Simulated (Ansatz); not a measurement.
**How far each method lies from full CI for BH₄⁺, singlet**

All five atoms lie in one plane.

Geometry: a PBE0/def2-TZVP stationary point for this spin, not checked as a minimum.

```yaml
atoms:
  - { symbol: B, position_ang: [0.0000, 0.0000, 0.0000] }
  - { symbol: H, position_ang: [-0.0156, 0.8614, 0.8498] }
  - { symbol: H, position_ang: [-0.0213, -0.8500, 0.8612] }
  - { symbol: H, position_ang: [0.0213, 0.8500, -0.8612] }
  - { symbol: H, position_ang: [0.0156, -0.8614, -0.8498] }
```

Basis aug-cc-pVDZ; Ansatz 0.2.0. Only valence electrons are correlated (noble-gas cores frozen), which leaves 6 electrons in 58 orbitals. Prefix R: restricted or restricted open-shell reference. Active spaces: valence = (6e, 8o) chosen from the atoms' valence shells.

Full CI is exact within this basis and frozen core; it isn't the basis-set limit.

```
UHF ⟨S²⟩                          : 0.000
T1 diagnostic (RCCSD)             : 0.0070
largest doubles amplitude (RCCSD) : 0.097
```

```csv
level,E − E(RHF) (eV)
RMP2,-3.0005
RCCSD,-3.7057
RCCSD(T),-3.7878
```

(1) Estimate how far full CI in aug-cc-pVDZ lies from RCCSD(T). The table doesn't fix it; the size of (T) and the diagnostics are the guide.

(1) Full CI in aug-cc-pVDZ lies 0.79 mEh below RCCSD(T), which is 26 % of the (T) step (-3.01 mEh). The diagnostics give no warning, yet the rest is a sizeable part of (T).

The other levels:

| level | E − E(full CI) (mEh) | share of correlation (%) | wall time |
| --- | --- | --- | --- |
| CISD | 8.44 | 93.97 | 1.4 s |
| BCCD(T) | 0.79 | 99.44 | 0.72 s |
| RCCSDT | 0.20 | 99.86 | – |
| RCCSDT(Q) | 0.04 | 99.97 | 6.5 s |
| RCCSDTQ | 0.00 | 100.00 | 11 s (H100) |
| CASSCF (valence space) | 67.18 | 52.01 | – |
| NEVPT2 (valence space) | 15.70 | 88.79 | 1.2 s |
| MRCISD (valence space) | 1.98 | 98.58 | – |
| MRCISD+Q (valence space) | -0.07 | 100.05 | 6 s (H100) |
| MRCISD+Q(relaxed) (valence space) | -0.72 | 100.51 | 7.5 s (H100) |

The correlation energy at full CI, counted from RHF, is -3.809 eV. That run took 35 s on 2 threads of AMD EPYC 7R13 with a shared H100 80 GB, shared host over 120,087,616 determinants.

Times hold each run's SCF and search for its determinant on a shared host, so for small cases they say little of a method's own cost; rows without a card ran on 1 thread of AMD EPYC 7R13.

More than 5 meV below full CI, which no variational method can be: MRCISD+Q(relaxed) (valence space).

The full-CI state has the irrep Ag of D2h, in the program's axes (one component, if the state is degenerate).

Natural occupations of full CI about the gap: 1.964 1.933 1.933 0.075 0.014 0.014 0.012 0.011 0.011 0.006; effectively unpaired electrons, Σ n²(2−n)², 0.06.
